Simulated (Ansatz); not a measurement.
# H2NO (SMILES N[O]): levels of theory compared

Aim: a comparison of 6 runs (UHF/STO-3G, U-r2SCAN/STO-3G, UHSE06/STO-3G, UPBE/STO-3G, UBCCD(T)/STO-3G, UCCSDT/STO-3G) of H2NO. 

Program for the calculation: Ansatz 0.2.0.

54 further runs of the same task are left out: 4 that didn't finish, 50 set aside as unsound or not needed.

### 1 The structure to begin with

H2NO has 4 atoms, charge 0, and is taken as a doublet. SMILES: `N[O]`. The O2–N1 distance was set to 2.554 Å, away from the relaxed value. At this shape a bond of the SMILES string is far longer than usual.

Bond lengths: N1–H3 1.017 Å, N1–H4 1.017 Å. Angles: H3–N1–H4 119.4°.

### 2 A single-point energy at UHF/STO-3G (run 1)

File run.yaml:

```yaml
crystal:
  periodic: [false, false, false]
  atoms:
    - {symbol: "N", position_ang: [-0.834538, -0.275005, -1.034886]}
    - {symbol: O, position_ang: [0.804330, 0.357230, 0.819800]}
    - {symbol: H, position_ang: [-1.787838, 0.074395, -0.977426]}
    - {symbol: H, position_ang: [-0.640238, -1.104965, -1.589496]}
basis:
  gaussian: {orbitals: STO-3G}
magnetization: {spin_polarized: true, initial_magnetization: 1}
hamiltonian: {xc: hf}
accuracy: high
```

On the command line:

```bash
$ ansatz run run.yaml --threads 1 --pin off --max-ram 2610MiB --events-out events.jsonl --progress --plain --runs-dir runs
```

The log of the run:

```text
Warning: RAYON_NUM_THREADS=1 ignored (pool sized by the plan → 1); use --threads N
Functional definition: HF
  name "HF"
  exchange = exact_x
  correlation = 0
180 factors; integrals over basis functions are off by at most 2.9e-8 eV
mean field evaluation 1: about -3473.4085 eV, gradient 3.7e1 eV
mean field evaluation 2: about -3473.4272 eV, gradient 3.7e1 eV
mean field evaluation 4: about -3441.9317 eV, gradient 3.4e1 eV
mean field evaluation 8: about -3498.6142 eV, gradient 3.0e0 eV
mean field evaluation 16: about -3498.8749 eV, gradient 2.3e-4 eV
mean field evaluation 32: about -3498.8622 eV, gradient 9.1e-3 eV
mean field evaluation 64: about -3498.8730 eV, gradient 6.6e-3 eV
mean field evaluation 96: about -3498.8674 eV, gradient 1.5e-2 eV
mean field evaluation 128: about -3498.7990 eV, gradient 2.0e-1 eV
mean field evaluation 160: about -3500.0752 eV, gradient 2.4e0 eV
mean field evaluation 192: about -3498.8637 eV, gradient 5.6e-2 eV
mean field evaluation 224: about -3498.4364 eV, gradient 5.0e0 eV
mean field evaluation 256: about -3496.1422 eV, gradient 2.5e0 eV
mean field evaluation 288: about -3498.2277 eV, gradient 2.8e0 eV
mean field evaluation 320: about -3485.7209 eV, gradient 8.3e0 eV
mean field evaluation 352: about -3500.1496 eV, gradient 5.3e-3 eV
mean field evaluation 384: about -3500.1521 eV, gradient 4.3e-4 eV
mean field evaluation 416: about -3496.1925 eV, gradient 5.6e0 eV
mean field -3500.15207927 eV, -128.6282164248 hartree, gradient 4.3e-9 eV, S^2 1.755934; 7 other end points of the search recorded, 0 dependent functions left out
reference -3500.15207927 eV, -128.6282164248 hartree; 9, 8 occupied and 3, 4 virtual orbitals, 180 factors
Total energy: -3500.15207927 eV, -128.6282164248 hartree
```

Wall time 0.2 s (1 thread of Arm Neoverse V2, shared host).

### 3 A single-point energy at U-r2SCAN/STO-3G (run 2)

File input.yaml:

```yaml
crystal:
  periodic: [false, false, false]
  atoms:
    - {symbol: "N", position_ang: [-0.834538, -0.275005, -1.034886]}
    - {symbol: O, position_ang: [0.804330, 0.357230, 0.819800]}
    - {symbol: H, position_ang: [-1.787838, 0.074395, -0.977426]}
    - {symbol: H, position_ang: [-0.640238, -1.104965, -1.589496]}
basis:
  gaussian:
    orbitals: STO-3G
accuracy: high
hamiltonian:
  xc: r2scan
magnetization:
  spin_polarized: true
  initial_magnetization: 1
```

On the command line:

```bash
$ ansatz run input.yaml --threads 1 --pin off --max-ram 2610MiB --events-out events.jsonl --progress --plain --runs-dir runs
```

The log of the run:

```text
Warning: RAYON_NUM_THREADS=1 ignored (pool sized by the plan → 1); use --threads N
Functional definition: r2SCAN
  name "r2SCAN"
  parameter k0 = 0.174
  parameter k1 = 0.065
  parameter a1 = 4.9479
  exchange = r2scan_x(k0 = k0, k1 = k1, a1 = a1)
  correlation = r2scan_c
180 factors; integrals over basis functions are off by at most 2.9e-8 eV
mean field evaluation 1: about -3504.3547 eV, gradient 2.5e1 eV
mean field evaluation 2: about -3448.6563 eV, gradient 4.2e1 eV
mean field evaluation 4: about -3503.5034 eV, gradient 2.4e1 eV
mean field evaluation 8: about -3513.1123 eV, gradient 9.5e-1 eV
mean field evaluation 16: about -3513.0980 eV, gradient 1.4e-4 eV
mean field evaluation 32: about -3512.2826 eV, gradient 1.3e-1 eV
mean field -3513.09800743 eV, -129.1039705098 hartree, gradient 1.1e-8 eV, S^2 1.743975; 5 other end points of the search recorded, 0 dependent functions left out
reference -3513.09800802 eV, -129.1039705315 hartree; 9, 8 occupied and 3, 4 virtual orbitals, 180 factors
Total energy: -3513.09800802 eV, -129.1039705315 hartree
```

Wall time 14 s (1 thread of Arm Neoverse V2, shared host); peak memory 0.17 GiB.

### 4 A single-point energy at UHSE06/STO-3G (run 3)

File input.yaml:

```yaml
crystal:
  periodic: [false, false, false]
  atoms:
    - symbol: N
      position_ang: [-0.834538, -0.275005, -1.034886]
    - symbol: O
      position_ang: [0.804330, 0.357230, 0.819800]
    - symbol: H
      position_ang: [-1.787838, 0.074395, -0.977426]
    - symbol: H
      position_ang: [-0.640238, -1.104965, -1.589496]
basis:
  gaussian:
    orbitals: STO-3G
total_charge: 0
magnetization:
  spin_polarized: true
  initial_magnetization: 1
hamiltonian:
  xc: hse06
accuracy: high
```

On the command line:

```bash
$ ansatz run input.yaml --threads 1 --pin off --max-ram 2610MiB --events-out events.jsonl --progress --plain --runs-dir runs
```

The log of the run:

```text
Warning: RAYON_NUM_THREADS=1 ignored (pool sized by the plan → 1); use --threads N
Functional definition: HSE06
  name "HSE06"
  parameter a = 0.25
  parameter omega = 0.11/bohr
  exchange = pbe_x - a*pbe_x_sr(omega) + a*exact_x_sr(omega)
  correlation = pbe_c
180 factors; integrals over basis functions are off by at most 2.9e-8 eV
49 factors; integrals over basis functions are off by at most 3.0e-10 eV
mean field evaluation 1: about -3506.4071 eV, gradient 1.5e1 eV
mean field evaluation 2: about -3454.5171 eV, gradient 4.3e1 eV
mean field evaluation 4: about -3498.7166 eV, gradient 2.2e1 eV
mean field evaluation 8: about -3510.9422 eV, gradient 2.1e-2 eV
mean field evaluation 16: about -3510.9361 eV, gradient 7.9e-5 eV
mean field evaluation 32: about -3510.0481 eV, gradient 1.2e-1 eV
mean field -3510.93611838 eV, -129.0245225525 hartree, gradient 6.9e-9 eV, S^2 1.745834; 5 other end points of the search recorded, 0 dependent functions left out
reference -3510.93611992 eV, -129.0245226091 hartree; 9, 8 occupied and 3, 4 virtual orbitals, 180 factors
Total energy: -3510.93611992 eV, -129.0245226091 hartree
```

Run time: 6.6 s. Hardware: 1 thread of Arm Neoverse V2, shared host; peak memory 0.1 GiB.

Runs 4 to 5 aren't shown in full; the table further down has their settings and results.

### 5 A single-point energy at UCCSDT/STO-3G (run 6)

File molecule.yaml:

```yaml
crystal:
  periodic: [false, false, false]
  atoms:
    - {symbol: "N", position_ang: [-0.834538, -0.275005, -1.034886]}
    - {symbol: O, position_ang: [0.804330, 0.357230, 0.819800]}
    - {symbol: H, position_ang: [-1.787838, 0.074395, -0.977426]}
    - {symbol: H, position_ang: [-0.640238, -1.104965, -1.589496]}
basis:
  gaussian: {orbitals: STO-3G}
correlation: {method: ccsdt, frozen_orbitals: {H: 0, "N": 1, O: 1}}
scf: {omitted_lower_state_checks: [cluster_reference, increment]}
accuracy: high
magnetization: {spin_polarized: true, initial_magnetization: 1}
```

On the command line:

```bash
$ ansatz run molecule.yaml --threads 1 --pin off --max-ram 2610MiB --events-out events.jsonl --progress --plain --runs-dir runs
```

The log of the run:

```text
Warning: RAYON_NUM_THREADS=1 ignored (pool sized by the plan → 1); use --threads N
[... 20 lines left out ...]
2 core orbitals not correlated: weight in the atoms' cores, before any rotation towards them, 1.000 or more for the frozen orbitals, at most 0.000 for the correlated occupied ones
[... 243 lines left out ...]
Total energy: -3501.34492469 eV, -128.6720526854 hartree
Checks for a lower state left out: cluster_reference, increment
```

Run time: 1.3 s. Hardware: 1 thread of Arm Neoverse V2, shared host.

### 6 Overview of the runs

```tsv
run	level	frozen core orbitals	energy (Eh)	⟨S²⟩	wall time
1	UHF/STO-3G	–	-128.628216	1.756	0.2 s
2	U-r2SCAN/STO-3G	–	-129.103971	1.744	14 s
3	UHSE06/STO-3G	–	-129.024523	1.746	6.6 s
4	UPBE/STO-3G	–	-128.986911	1.738	9 s
5	UBCCD(T)/STO-3G	2	-128.671998	1.756	0.44 s
6	UCCSDT/STO-3G	2	-128.672053	1.756	1.3 s
```

### 7 Results

```
                                          quantity          value
                               run 6: total energy  -128.67205 Eh
run 6: correlation energy (2 core orbitals frozen)      -43.8 mEh
          run 6: ⟨S²⟩ of the reference determinant          1.756
                              run 6: T1 diagnostic          0.004
```

Below the UHF energy at the same shape and in the same basis (STO-3G): UBCCD(T) -43.8 mEh; UCCSDT -43.8 mEh. Totals of different functionals can't be ranked against each other. In runs 1, 2, 3, 4, 5, 6 the basis is minimal, so the values are rough. Spin contamination of the reference: run 1 ⟨S²⟩ = 1.76, run 5 ⟨S²⟩ = 1.76, run 6 ⟨S²⟩ = 1.76, run 3 ⟨S²⟩ = 1.75, run 2 ⟨S²⟩ = 1.74, run 4 ⟨S²⟩ = 1.74. Where it is this large, the reference is a mixture of spin states, and values that rest on it are in doubt. All runs together took 31 s, the longest 14 s.
